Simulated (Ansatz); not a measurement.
AlN, triplet: reading a ladder of total energies

Geometry: a point of a stretch scan, not a stationary point.

```yaml
atoms:
  - { symbol: Al, position_ang: [0.0000, 0.0000, 0.0000] }
  - { symbol: N, position_ang: [0.0000, 0.0000, 2.2300] }
```

Basis cc-pVDZ; Ansatz 0.2.0. Only valence electrons are correlated (noble-gas cores frozen), which leaves 8 electrons in 26 orbitals. Prefix R: restricted or restricted open-shell reference; prefix U: unrestricted.

Full CI is exact within this basis and frozen core; it isn't the basis-set limit. The frozen core follows each run's orbitals, which can shift R against U totals by a few meV.

Runs differ by some tens of microhartree through their thresholds and, for an open shell, their frozen cores, so steps under 0.1 kcal/mol mean nothing.

```
    level  total energy (hartree)
      UHF             -296.278857
     UMP2             -296.416731
    UCCSD             -296.449940
 UCCSD(T)             -296.454223
   UCCSDT             -296.455507
UCCSDT(Q)             -296.455949
  UCCSDTQ             -296.455928
  full CI             -296.455875
```

Question: What is the correlation energy at full CI, and what share of it do UMP2 and UCCSD(T) recover?

Answer: E(corr) = -296.455875 − (-296.278857) = -0.177018 hartree = -4.817 eV. UMP2: -0.137874 / -0.177018 = 77.89 %. UCCSD(T): -0.175366 / -0.177018 = 99.07 %.

Question: By how many kcal/mol does UCCSD(T) miss full CI (1 hartree = 627.509 kcal/mol), and which steps make up the rest?

Answer: -296.454223 − (-296.455875) = 0.001652 hartree = 1.04 kcal/mol. Steps: UCCSDT − UCCSD(T) = -0.81, UCCSDT(Q) − UCCSDT = -0.28, UCCSDTQ − UCCSDT(Q) = 0.01, full CI − UCCSDTQ = 0.03 kcal/mol. Differences between like states or geometries often cancel part of this.
